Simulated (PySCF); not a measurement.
Computed with PySCF and rigid-rotor harmonic-oscillator thermochemistry at 1 bar. The comparison is the NASA 1993 polynomial table, which mixes measured and estimated data. 6-31G* has spherical d functions here. All species are closed-shell singlets. B3LYP is the form with VWN-RPA correlation. The harmonic model lacks anharmonicity and excited electronic states, which grow with temperature; levels with a mode under 35 cm⁻¹ are left out. Strong static correlation: O3.

Harmonic frequencies at B3LYP/6-31G* (cm⁻¹): 735, 1236, 1265. Point group C2v; S°(298 K) = 238.2 J/mol/K at this level.

Task: Work out Cp and S° of gaseous O3 at 500, 800, 1200, 1600, 2000 K from these, and set them beside the table.

Result: 
```tsv
T (K)	Cp B3LYP/6-31G*	Cp table	S° B3LYP/6-31G*	S° table
500	45.3	47.5	259.6	261.4
800	51.6	53.9	282.5	285.4
1200	54.9	55.8	304.1	307.8
1600	56.3	60.3	320.1	324.3
2000	56.9	68.6	332.8	338.6
```
Units J/mol/K.
